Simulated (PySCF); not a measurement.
C5H6S.
SMILES: `Cc1cscc1`

Level of theory: TDDFT PBE0/def2-SVPD, vertical, gas phase, core orbitals frozen in the response (PySCF 2.14.0, density-fitted response routines). Isolated species at its PBE0-D3(BJ)/def2-SVP geometry, gas phase.

Broadening: Gaussians 0.4 eV wide at half height, area fixed by f = 4.319×10⁻⁹ ∫ε dν̃. The width is an assumption, not a result. The curve ends short of the highest state used, and states not computed would add to its high-energy end.

```tsv
λ (nm)	ε (L mol⁻¹ cm⁻¹)
185.0	389
186.4	396
187.8	428
189.2	465
190.5	496
191.9	523
193.3	553
194.6	604
196.0	716
197.4	928
198.8	1281
200.1	1758
201.5	2436
202.9	3258
204.3	4172
205.6	5039
207.0	5920
208.4	6682
209.7	7241
211.1	7660
212.5	7882
213.9	7911
215.2	7773
216.6	7458
218.0	6985
219.3	6423
220.7	5716
222.1	4942
223.5	4145
224.8	3424
226.2	2703
227.6	2067
228.9	1566
230.3	1127
231.7	786
233.1	532
234.4	361
235.8	231
237.2	144
238.6	87
239.9	54
241.3	31
242.7	17
244.0	10
```

Q: Where are the band maxima, and which computed states make them?

A: 213 nm (5.81 eV), ε about 7900, made up of S1 (48%) and S2 (52%) (ε in L mol⁻¹ cm⁻¹; maxima over ε = 5, shares over 10%). At its high-energy end, 6.70 eV, the curve is still rising (ε about 390, from S5, S6 and S7). The states used: S1 5.68 eV (f 0.075); S2 5.93 eV (f 0.077); S3 6.00 eV (f 0.0015); S4 6.24 eV (f 0.0012); S5 6.47 eV (f 0.0063); S6 6.80 eV (f 0.0019); S7 6.86 eV (f 0.0014); S8 7.17 eV (f 0.0072); S9 7.30 eV (f 0.244); S10 7.30 eV (f 0.019).

Q: On this curve, what absorbance would a 10⁻⁵ mol/L sample give at 193 nm over a 1 cm path?

A: 193 nm is 6.424 eV, where ε is about 550 L mol⁻¹ cm⁻¹, so A = ε c l ≈ 0.0055 (Beer–Lambert, with the gas-phase spectrum and the assumed width).

Q: What would ε be at 5.81 eV, the highest of these maxima, with half the width (0.2 eV)?

A: About 7230 L mol⁻¹ cm⁻¹ against 7920, a factor of about 0.9; a lone state at its own centre would give exactly 2.

Q: Coming from long wavelengths, where does ε first pass 100 L mol⁻¹ cm⁻¹?

A: At about 238 nm (5.20 eV), 0.48 eV below S1.

The vertical ionisation energy (ΔSCF) is 8.64 eV, 1.34 eV above S10.
